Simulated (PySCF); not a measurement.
## MgP, CCSD(T): how much the basis matters

PySCF, UHF reference; quartet, unpaired electrons σ ↑, π ↑↑; De to Mg + P without counterpoise correction. Frozen cores follow the default of each basis and core potential.

```json
{"basis": "x2c-SVPall", "relativity": "spin-free X2C", "functions": "36", "Re (Å)": "2.616", "ωe (cm⁻¹)": "253", "De (eV)": "0.26", "frozen orbitals": "6"}
{"basis": "cc-pVDZ/cc-pV(D+d)Z", "relativity": "no relativity", "functions": "41", "Re (Å)": "2.597", "ωe (cm⁻¹)": "266", "De (eV)": "0.25", "frozen orbitals": "6"}
{"basis": "aug-cc-pVDZ/aug-cc-pV(D+d)Z", "relativity": "no relativity", "functions": "59", "Re (Å)": "2.595", "ωe (cm⁻¹)": "274", "De (eV)": "0.36", "frozen orbitals": "6"}
{"basis": "x2c-TZVPPall", "relativity": "spin-free X2C", "functions": "74", "Re (Å)": "2.548", "ωe (cm⁻¹)": "300", "De (eV)": "0.46", "frozen orbitals": "6"}
```

**Question.** How does each smaller set differ from the one with most functions, x2c-TZVPPall?

**Answer.** x2c-SVPall: +6.8 pm, -15.7 % in ωe, -0.20 eV in De; cc-pVDZ/cc-pV(D+d)Z: +4.9 pm, -11.3 % in ωe, -0.21 eV in De; aug-cc-pVDZ/aug-cc-pV(D+d)Z: +4.7 pm, -8.7 % in ωe, -0.10 eV in De. All at CCSD(T); the set with most functions is neither the basis-set limit nor always the best. The rows treat relativity differently, so the differences are not basis effects alone.

Correlated steps freeze 6 core orbitals. The bond is weak. Basis-set superposition, not corrected here, can be much of De in a small basis, most of all at correlated wavefunction levels. The state is the lowest determinant that a PBE0 search found; another state may lie lower at other levels.
